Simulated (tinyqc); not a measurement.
Inside a calculation. Method: Hueckel theory of the pi electrons, for the molecule c1ccccc1 (SMILES; centres numbered as the heavy atoms are written). One step of it, computed by the program tinyqc.

Problem. Energy, charges, bond orders. E = sum n x; q_r = z_r - P_rr; bond order p = P_rs; free valence = sqrt(3) - sum of p over the bonds of the atom.

x values: 2.000000  1.000000  1.000000  -1.000000  -1.000000  -2.000000

occupations: 2.000000  2.000000  2.000000  0.000000  0.000000  0.000000

charge and bond-order matrix P, lower triangle:
```
           1C         2C         3C        4C        5C        6C
1C   1.000000
2C   0.666667   1.000000
3C   0.000000   0.666667   1.000000
4C  -0.333333   0.000000   0.666667  1.000000
5C   0.000000  -0.333333   0.000000  0.666667  1.000000
6C   0.666667   0.000000  -0.333333  0.000000  0.666667  1.000000
```

Centres:

| centre | z_r, pi electrons of the neutral centre | h |
|---|---|---|
| 1C | 1 | 0.000000 |
| 2C | 1 | 0.000000 |
| 3C | 1 | 0.000000 |
| 4C | 1 | 0.000000 |
| 5C | 1 | 0.000000 |
| 6C | 1 | 0.000000 |

Bonds:

| i | j | k |
|---|---|---|
| 1 | 2 | 1 |
| 2 | 3 | 1 |
| 3 | 4 | 1 |
| 4 | 5 | 1 |
| 5 | 6 | 1 |
| 6 | 1 | 1 |

Give: pi energy = 6 alpha + this times beta; pi charges; Bond orders and lengths from R = 1.517 - 0.180 p; free valence of the carbons; gap between the highest filled and the next level.

Solution.

pi energy = 6 alpha + this times beta = 8.000

pi charges: 1C 0.000, 2C 0.000, 3C 0.000, 4C 0.000, 5C 0.000, 6C 0.000

Bond orders and lengths from R = 1.517 - 0.180 p (angstrom, C-C alone):

| bond | p | R |
|---|---|---|
| 1-2 | 0.667 | 1.397 |
| 2-3 | 0.667 | 1.397 |
| 3-4 | 0.667 | 1.397 |
| 4-5 | 0.667 | 1.397 |
| 5-6 | 0.667 | 1.397 |
| 6-1 | 0.667 | 1.397 |

free valence of the carbons: 1C 0.399, 2C 0.399, 3C 0.399, 4C 0.399, 5C 0.399, 6C 0.399

gap between the highest filled and the next level = 2.000 |beta|
